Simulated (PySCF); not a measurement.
## Atomic charges by several schemes

Compound: C4H2S.
Geometry (GFN2-xTB, Å), atoms numbered from 1 in this order:
```
atom  x, y, z in Å
C1    -1.9307   -0.2179   -0.1376
C2    -0.7839    0.1221   -0.0318
C3     0.5559    0.5369    0.0944
C4     1.5720   -0.2836    0.0479
S5     2.7939   -1.2414   -0.0044
H6    -2.9337   -0.5080   -0.2311
H7     0.7297    1.5968    0.2356
```

Density: PBE0/pcSseg-1 (PySCF); schemes: Mulliken, IAO, Hirshfeld and ESP-fitted. Geometry: GFN2-xTB; no solvent, vibrations or thermal averaging.

Problem. Tabulate the Mulliken, IAO, Hirshfeld and ESP-fitted charges.

Solution. In e:

```csv
atom,environment,Mulliken,IAO,Hirshfeld,ESP-fitted
C1,terminal alkyne carbon,-0.292,-0.235,-0.110,-0.562
C2,alkyne carbon,+0.249,-0.017,-0.049,+0.319
C3,outer carbon of cumulated double bonds,-0.278,-0.272,-0.074,-0.542
C4,central carbon of cumulated double bonds,+0.007,-0.040,+0.048,+0.147
S5,sulfur bonded to C,+0.078,+0.151,+0.013,+0.005
H6,alkyne hydrogen,+0.052,+0.205,+0.093,+0.339
H7,hydrogen on C3,+0.185,+0.208,+0.080,+0.293
```

Mean size of the charges over all atoms: ESP-fitted 0.316 e, Mulliken 0.163 e, IAO 0.161 e, Hirshfeld 0.067 e. Each set sums to the total charge, 0, to within 0.001 e. The Mulliken scheme gives each basis function's population to the atom it is centred on and halves the overlap population of two atoms between them.

Lowest charge. The schemes don't all agree: Mulliken C1 (-0.292); IAO C3 (-0.272); Hirshfeld C1 (-0.110); ESP-fitted C1 (-0.562).

Highest charge. The schemes don't all agree: Mulliken C2 (+0.249); IAO H7 (+0.208); Hirshfeld H6 (+0.093); ESP-fitted H6 (+0.339).

Problem. How many electrons does the Mulliken scheme count on C2?

Solution. Z − q = 6 − (+0.249) = 5.751.

Problem. Sum the charges by element, for elements with more than one atom.

Solution. 
```json
{"element": "C", "atoms": "4", "Mulliken": "-0.315", "IAO": "-0.564", "Hirshfeld": "-0.186", "ESP-fitted": "-0.638"}
{"element": "H", "atoms": "2", "Mulliken": "+0.237", "IAO": "+0.413", "Hirshfeld": "+0.173", "ESP-fitted": "+0.633"}
```
